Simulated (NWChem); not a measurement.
# Which level was it?

SiO has 2 atoms, charge 0, and is taken as a singlet. As SMILES, `O=[Si]`. Geometry: relaxed at PBE0-D4/def2-TZVP.

```
atom    x (Å)    y (Å)    z (Å)
   O  -0.6407   0.2315  -0.3240
  Si   0.6407  -0.2315   0.3240
```

A calculation with NWChem 7.3.0 gave:

* total energy: -364.5456 Eh
* dipole moment: 2.88 D
* HOMO energy: -7.47 eV
* LUMO energy: -2.86 eV
* HOMO–LUMO gap: 4.61 eV
* largest force: 1.169 eV/Å

**Question.** Which of these levels gave the numbers?
A. SVWN5/def2-TZVPPD
B. PBE/cc-pVTZ
C. PBE0/def2-TZVPPD
D. PBE/def2-TZVPPD

**Answer.** D. The others give -364.5399 Eh (PBE/cc-pVTZ), -363.0899 Eh (SVWN5/def2-TZVPPD), -364.5596 Eh (PBE0/def2-TZVPPD).
